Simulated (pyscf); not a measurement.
`[GeH2]=[GeH2]` + `[H][H]` → `[GeH3][GeH3]`, an addition across a multiple bond or ene-type step (singlet surface; H–H broken, Ge–H, Ge–H formed). Optimised with ωB97X-D3(BJ)/def2-SVP in PySCF. Energies in eV from the separated reactants.

AM1 to PM7: differences of heats of formation from MOPAC, which are fitted to 298 K values and so differ in kind from electronic energies by zero-point and thermal terms. 

Quick AM1 single points give ΔE‡ = 1.00 eV and ΔE = -0.94 eV. What does ωB97M-D3(BJ)/def2-TZVP give, and how far is the quick result from it?

ωB97M-D3(BJ)/def2-TZVP gives ΔE‡ = 1.29 eV and ΔE = -1.96 eV. AM1 lies 0.29 eV under it in the barrier and 1.03 eV over it in the reaction energy, so on this step it does not hold to within 0.13 eV. ωB97M-D3(BJ)/def2-TZVP has limits of its own. H₂Ge=GeH₂ may be a fragile minimum: a first optimisation, from another start, lost the drawn bonds. This is the saddle that the search found; another between the same sides may lie lower. In the def2 sets elements up to Kr have no core potential.
